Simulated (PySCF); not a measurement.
Compound: C2F3N.
Bonds: C1–N2 (triple), N2–C3, C3–F4, C3–F5, C3–F6.

Method used: PBE0-D3(BJ)/def2-SVP geometry optimisation, gas phase (PySCF 2.14.0).

Problem. Give the optimised bond lengths and angles.

Solution. 
```json
{"bond": "C1≡N2", "length (Å)": "1.177"}
{"bond": "N2–C3", "length (Å)": "1.404"}
{"bond": "C3–F4, C3–F5, C3–F6", "length (Å)": "1.321"}
```

Bonds in one row agree within 0.01 Å and their mean is given. A selection of angles:
```json
{"angle": "C1–N2–C3", "degrees": "179.8"}
{"angle": "N2–C3–F4", "degrees": "110.0"}
{"angle": "F4–C3–F5", "degrees": "108.9"}
```

The 2 C–N bonds span 1.177 Å (C1≡N2, drawn triple) to 1.404 Å (N2–C3, drawn single), a spread of 0.227 Å. All 3 C–F bonds measure 1.321 Å.

Point group: C3v (tolerance 0.08 Å). PBE0-D3(BJ)/def2-SVP frequencies: not computed here.
